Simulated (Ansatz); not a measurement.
Two isomers of C3H7NOS: A = `CN1CSC1O`, B = `CC(O)C(N)=S`.

Gas-phase electronic energies from Ansatz, PBE0-D4/def2-TZVP geometries. CCSD(T)/CBS is the MP2 limit (def2-TZVPP, def2-QZVPP) plus CCSD(T) − MP2 in def2-TZVPP, frozen cores. Functionals use def2-TZVPP. One conformer a species, not always the lowest.

Q: Which is lower in electronic energy at CCSD(T)/CBS, and by how much? (An estimate is asked.)

A: Ansatz gave: B, by 26.5 kcal/mol.

Q: Give E(B) − E(A) in kcal/mol with PBE-D4, ωB97M-V, PBE0-D4, MP2/def2-TZVPP, B2PLYP, HF/def2-TZVPP, r2SCAN-D4. (An estimate is asked.)

A: The calculation gave: PBE-D4 -25.8, ωB97M-V -26.3, PBE0-D4 -25.0, MP2/def2-TZVPP -26.4, B2PLYP -28.6, HF/def2-TZVPP -28.8, r2SCAN-D4 -28.7. None reverses the order clearly.

Largest T1 diagnostic: 0.015.

In def2-TZVPP, CCSD(T) changes the Hartree–Fock value by +2.9 kcal/mol (the triples alone add −0.3 kcal/mol) and MP2 by +2.5 kcal/mol. From PBE to PBE0 (25 % exact exchange), in def2-TZVPP and without D4, E(B) − E(A) moves by +0.9 kcal/mol.
